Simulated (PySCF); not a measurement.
Identify the compound

An unknown has the formula C₂H₃ClO. Its calculated NMR data are:

1H NMR (300 MHz, computed): δ 2.50 (s, 3H).

13C{1H} NMR (computed): δ 183.6 (C), 34.8 (CH3).

All values are calculated (PySCF 2.14.0 with density-fitted response routines): geometry from PBE0-D3(BJ)/def2-TZVP, NMR shieldings at B97-2/pcSseg-2/GIAO. One computed conformer, non-relativistic Hamiltonian, no solvent, fast rotation and ring inversion assumed for equivalent nuclei.

Scale: 1H (σ = 31.64 ppm) and 13C (σ = 185.38 ppm) vs TMS (reference shieldings calculated alike).

What is the structure?

## Answers


The formula gives 1 degree of unsaturation (no ring in the answer). 2 carbon signals for 2 carbons: no two carbons are equivalent. Carbon types of the structure: 1 × C, 1 × CH3, which accounts for all hydrogens. δC 183.6: carbonyl carbon. δC 34.8: methyl carbon α to a carbonyl; the adjacent C=O deshields it moderately. δH 2.50: hydrogen on a methyl carbon α to a carbonyl; α to C=O.

The compound is Acetyl Chloride (CC(=O)Cl).

Carbons that carry Cl, above all several Cl atoms, come out too deshielded, partly because spin–orbit coupling is missing. Shifts are as computed. Against solution values, carbons near 30 ppm lie about +3 ppm off and those near 130 ppm about +7 ppm; carbons on Cl a further +5 ppm. Of 1211 compounds with measured shifts, 218 miss one by over three times the rms of a fit or turn the order of signals round; such compounds aren't used in these exercises.
